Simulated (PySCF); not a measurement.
**CH3AlO (SMILES [CH3][Al]=[O]): levels of theory compared**

Aim: a comparison of 6 runs (HF/STO-3G, r2SCAN/6-31G, B3LYP/6-31G*, PBE0/def2-SVP, MP2/def2-SVP, CCSD(T)/cc-pVTZ) of CH3AlO. 

The calculation is run with PySCF 2.14.0.

### Step 1. The system as given

The species is CH3AlO (6 atoms), meant as a singlet with charge 0. SMILES: `[CH3][Al]=[O]`. The coordinates come from a PBE0-D4/def2-TZVP relaxation.

Bond lengths: C1–Al2 1.935 Å, Al2–O3 1.596 Å, C1–H4 1.092 Å, C1–H5 1.092 Å, C1–H6 1.092 Å. Angles: C1–Al2–O3 180.0°, Al2–C1–H4 110.5°, Al2–C1–H5 110.5°, Al2–C1–H6 110.5°, H4–C1–H5 108.4°, H4–C1–H6 108.4°, H5–C1–H6 108.4°.

### Step 2. Energy and gradient at HF/STO-3G (run 1)

The input, job.py:

```python
import pyscf.grad
from pyscf import gto

mol = gto.M(
    atom=[
    ('C', (-0.412500, 0.498200, -0.315400)),
    ('Al', (0.696700, -0.841400, 0.532500)),
    ('O', (1.611700, -1.946300, 1.232100)),
    ('H', (0.065200, 1.479100, -0.263900)),
    ('H', (-1.383600, 0.560900, 0.180800)),
    ('H', (-0.577400, 0.249400, -1.366100)),
],
    verbose=4,
    max_memory=1860,
    basis='sto-3g',
)

mf = mol.RHF()
mf.conv_tol = 1e-10
mf.kernel()
if not mf.converged:
    mf = mf.newton().run(mf.mo_coeff, mf.mo_occ)

e_tot = mf.e_tot
print('E(%s) = %.9f' % ('HF', e_tot))
grad = mf.Gradients().kernel()
dip = mf.dip_moment()
pop, q = mf.mulliken_pop()
```

Started as:

```console
$ OMP_NUM_THREADS=1 python job.py
```

Standard output:

```text
PySCF version 2.14.0

[... 62 lines left out ...]
converged SCF energy = -351.938686534568
[... 13 lines left out ...]
Dipole moment(X, Y, Z, Debye): -1.74839,  2.11109, -1.33693
[... 29 lines left out ...]
charge of    5H =      0.03942
```

Wall time 1.1 s (1 thread of Arm Neoverse V1, shared host); peak memory 0.12 GiB.

### Step 3. Energy and forces at r2SCAN/6-31G (run 2)

The input, start.xyz:

```xyz
6
CH3AlO
C     -0.412500     0.498200    -0.315400
Al     0.696700    -0.841400     0.532500
O      1.611700    -1.946300     1.232100
H      0.065200     1.479100    -0.263900
H     -1.383600     0.560900     0.180800
H     -0.577400     0.249400    -1.366100
```

The input, calc.py:

```python
import pyscf.grad
from pyscf import gto, dft

mol = gto.M(
    atom='start.xyz',
    max_memory=1860,
    charge=0,
    basis='6-31g',
    verbose=4,
    spin=0,
)

calc0 = dft.RKS(mol, xc='r2scan')
calc0.grids.level = 5
calc0.conv_tol = 1e-10
calc0.kernel()
if not calc0.converged:
    calc0 = calc0.newton().run(calc0.mo_coeff, calc0.mo_occ)

e_tot = calc0.e_tot
print('E = %.10f Eh' % e_tot)
grad = calc0.Gradients().kernel()
calc0.analyze()
```

Started as:

```console
$ OMP_NUM_THREADS=1 python calc.py
```

Standard output:

```text
PySCF version 2.14.0

[... 101 lines left out ...]
One-electron Energy =                 -660.707178059702755
[... 9 lines left out ...]
MO #5   energy= -2.62581130703548  occ= 2
[... 7 lines left out ...]
MO #13  energy= -0.258159527422458 occ= 2
[... 7 lines left out ...]
MO #21  energy= 0.122610725062022  occ= 0
[... 7 lines left out ...]
MO #29  energy= 0.608070077171226  occ= 0
[... 7 lines left out ...]
MO #37  energy= 1.62074698904509   occ= 0
[... 46 lines left out ...]
Dipole moment(X, Y, Z, Debye): -3.03996,  3.67078, -2.32423
```

It took 13 s on 1 thread of Arm Neoverse V1, shared host; peak memory 0.42 GiB.

Runs 3 to 5 aren't shown in full; the table further down has their settings and results.

### Step 4. The energy at CCSD(T)/cc-pVTZ (run 6)

The input, input.py:

```python
# [CH3][Al]=[O]
from pyscf import gto, cc

mol = gto.Mole()
mol.atom = '''
C       -0.412500       0.498200      -0.315400
Al       0.696700      -0.841400       0.532500
O        1.611700      -1.946300       1.232100
H        0.065200       1.479100      -0.263900
H       -1.383600       0.560900       0.180800
H       -0.577400       0.249400      -1.366100
'''
mol.verbose = 3
mol.basis = 'cc-pvtz'
mol.max_memory = 1860
mol.charge = 0
mol.spin = 0
mol.build()

hf = mol.RHF()
hf.conv_tol = 1e-10
hf.kernel()
if not hf.converged:
    hf = hf.newton().run(hf.mo_coeff, hf.mo_occ)

mycc = cc.CCSD(hf, frozen=7)
mycc.kernel()
e_t = mycc.ccsd_t()
etot = mycc.e_tot + e_t
print('E(%s) = %.9f' % ('CCSD(T)', etot))
dip = hf.dip_moment()
pop, q = hf.mulliken_pop()
```

Started as:

```console
$ OMP_NUM_THREADS=1 python input.py
```

Standard output:

```text
converged SCF energy = -356.427178811221
[... 3 lines left out ...]
Dipole moment(X, Y, Z, Debye): -3.73496,  4.50997, -2.85576
[... 143 lines left out ...]
charge of    5H =      0.12875
```

Wall time 2.2 min (1 thread of Arm Neoverse V1, shared host); peak memory 2.1 GiB.

### Step 5. The series

| run | level | integration grid | frozen core orbitals | energy (Eh) | dipole moment (D) of the reference | HOMO energy (eV) | LUMO energy (eV) | wall time |
| --- | --- | --- | --- | --- | --- | --- | --- | --- |
| 1 | HF/STO-3G | – | – | -351.938687 | 3.05 | -5.95 | 9.89 | 1.1 s |
| 2 | r2SCAN/6-31G | 5 | – | -357.403394 | 5.30 | -6.32 | -1.91 | 13 s |
| 3 | B3LYP/6-31G* (spherical functions) | 5 | – | -357.557466 | 5.23 | -6.86 | -1.58 | 12 s |
| 4 | PBE0/def2-SVP | 5 | – | -357.141209 | 5.28 | -7.14 | -1.35 | 13 s |
| 5 | MP2/def2-SVP | – | 7 | -356.608272 | 6.17 | -10.44 | 1.38 | 3.3 s |
| 6 | CCSD(T)/cc-pVTZ | – | 7 | -356.963840 | 6.51 | -10.50 | 1.29 | 2.2 min |

### Step 6. What came out

| quantity | value |
| --- | --- |
| run 6: total energy | -356.96384 Eh |
| run 6: dipole moment (Hartree–Fock density) | 6.51 D |
| run 6: HOMO energy (Hartree–Fock orbitals) | -10.50 eV |
| run 6: LUMO energy (Hartree–Fock orbitals) | 1.29 eV |
| run 6: HOMO–LUMO gap (Hartree–Fock orbitals) | 11.79 eV |
| run 6: correlation energy (7 core orbitals frozen) | -536.7 mEh |
| run 6: (T) correction | -24.02 mEh |
| run 6: T1 diagnostic | 0.024 |

What this shows: Over runs 1, 2, 3, 4 the dipole moment (its size) runs from 3.05 D (HF/STO-3G) to 5.30 D (r2SCAN/6-31G). The two ends differ in method and basis. Over runs 1, 2, 3, 4 the HOMO–LUMO gap runs from 4.41 eV (r2SCAN/6-31G) to 15.84 eV (HF/STO-3G). Totals of different functionals can't be ranked against each other. In run 1 the basis is minimal, so the values are rough. All runs together took 2.9 min, the longest 2.2 min.
